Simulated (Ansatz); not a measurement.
Rock-salt MgS was calculated with HSE06-D3(BJ) (Ansatz, an electronic-structure program, plane waves, PAW).

Numerical settings: plane-wave cutoff 460 eV, 8×8×8 k mesh, Fermi–Dirac smearing 0.01 eV, scalar-relativistic PAW data made under PBE.

Cell (relaxed at this level):

```xyz
2
Lattice="0.0000 2.5565 2.5565 2.5565 0.0000 2.5565 2.5565 2.5565 0.0000" Properties=species:S:1:pos:R:3 pbc="T T T"
Mg     0.0000     0.0000     0.0000
S      2.5565     2.5565     2.5565
```

Task: What does this level give for the pressure derivative B′ of the bulk modulus, bulk modulus, width of the whole s-p valence band and band gap?

Result: 
- pressure derivative B′ of the bulk modulus: 4.0
- bulk modulus: 87.9 GPa
- width of the whole s-p valence band: 14.30 eV
- band gap: 3.93 eV (on the SCF k mesh) (indirect)

Measured, for comparison: bulk modulus 81 GPa (corrected for zero-point motion; as tabulated in Goldzak et al. (2022), arXiv:2208.04865). Computed (rounded) less measured: bulk modulus +9 %.

Computed values are for the static lattice.
